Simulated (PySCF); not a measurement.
C₅H₆F (doublet state).
Numbering: `[CH3:1][C@@H:2]([F:3])[C:4]1=[CH:5][CH:6]1` (hydrogens: H7, H8, H9 on C1; H10 on C2; H11 on C5; H12 on C6)

Geometry (GFN2-xTB, Å), atoms numbered from 1 in this order:
```
atom  x, y, z in Å
C1    -1.3991    0.8798   -0.5027
C2    -0.7262   -0.1373    0.4053
F3    -0.9650   -1.4281   -0.1291
C4     0.7338    0.1032    0.5310
C5     1.8393   -0.8257    0.7743
C6     1.8319   -0.1967   -0.3923
H7    -1.2854    1.8733   -0.0794
H8    -2.4568    0.6501   -0.6027
H9    -0.9380    0.8556   -1.4873
H10   -1.1985   -0.1632    1.3960
H11    2.2889   -1.5500    1.4093
H12    2.2765   -0.0616   -1.3484
```

The hyperfine couplings belong to this conformer and change with its torsions.

Level of theory: UKS B3LYP, pcH-1 on C F H, non-relativistic, mean-field spin-orbit, GIAO (PySCF 2.14.0). One conformer (not necessarily the lowest) at the GFN2-xTB geometry, without solvent, vibrations or thermal averaging. The geometry wasn't refined by DFT: couplings that depend on bond lengths, twists or pyramidal angles can differ widely from those at the functional's own minimum. The SCF solution wasn't tested for stability.

The isotropic 13C couplings, averaged over equivalent nuclei, are +315.5, +114.9, +1.2 MHz. Assign them to C2; C4; C5/C6.

| site | a_iso (MHz) | ρ(0) (bohr⁻³) | position | distance from C4 (Å) | spin population | largest \|T\| (MHz) |
| --- | --- | --- | --- | --- | --- | --- |
| C2 | +114.9 | +0.1022 | 1 bond from C4 | 1.48 | +0.01 | 12.7 |
| C4 | +315.5 | +0.2807 | largest spin population | 0.00 | +0.77 | 121.7 |
| C5/C6 | +1.2 | +0.0011 | 1 bond from C4 | 1.47 | +0.10 | 23.4 |

ρ(0) is the spin density at the nucleus and T the dipolar tensor; entries for several nuclei are means. The Mulliken spin populations are largest on C4 (+0.77), C6 (+0.10) and C5 (+0.10). No atom but C4 exceeds +0.15. The angles at C4 add up to 315.2°, so it is pyramidal.

The spin density at the nucleus, in bohr⁻³, is negative for H11/H12 (-0.0031), for instance. A restricted open-shell determinant has no negative spin density anywhere; here it arises because α and β orbitals differ (spin polarisation).

Means are taken over nuclei equivalent by connectivity, which assumes that they swap fast. The three 1H nuclei of mean +1.3 MHz run from -1.5 to 4.4 MHz in the frozen geometry.

The SMILES `C[C@@H](F)C1=C[CH]1` draws the unpaired electron on C6, whose computed spin population is only +0.10.

The run took 50 s (with the writing of density and orbital grids) on an AMD EPYC with one thread, shared host with 64 logical CPUs at a one-minute load of 56, and the process peaked at 0.84 GiB of memory.
